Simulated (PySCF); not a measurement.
Delta-SCF ions had no search for a lower state. Excitations are Tamm–Dancoff values on a coarser integration grid. The basis has no diffuse functions, so Rydberg states are missing or too high.

Cartesian coordinates (Å):
SMILES: C=CCC
```xyz
12

C      1.9271     0.3557     0.3874
C      0.8731    -0.4076     0.1292
C     -0.3252     0.0102    -0.6658
C     -1.6221    -0.0575     0.1476
H      1.9950     1.3713     0.0128
H      2.7600    -0.0035     0.9781
H      0.8450    -1.4194     0.5285
H     -0.4221    -0.6442    -1.5394
H     -0.1756     1.0234    -1.0476
H     -2.4825     0.2234    -0.4623
H     -1.5773     0.6156     1.0055
H     -1.7955    -1.0674     0.5259
```
Charge 0, multiplicity 1.

Task: Estimate the T1 excitation (TDA), vertical ionisation energy (Delta-SCF), S1 oscillator strength, S1 excitation (TDA), HOMO–LUMO gap, HOMO, total energy and S1–T1 gap (TDA) that PBE-D3(BJ)/def2-TZVP // B3LYP-D3(BJ)/def2-TZVP run with PySCF returns for this input.

Result: 
The T1 excitation (TDA) is 4.53 eV, the vertical ionisation energy (Delta-SCF) comes out as 9.58 eV and the S1 oscillator strength comes out as 0.076. The S1 excitation (TDA) is 6.99 eV. The HOMO–LUMO gap is 5.59 eV and the HOMO comes out as -6.25 eV. The total energy comes out as -157.0538 Ha. The S1–T1 gap (TDA) comes out as 2.46 eV.
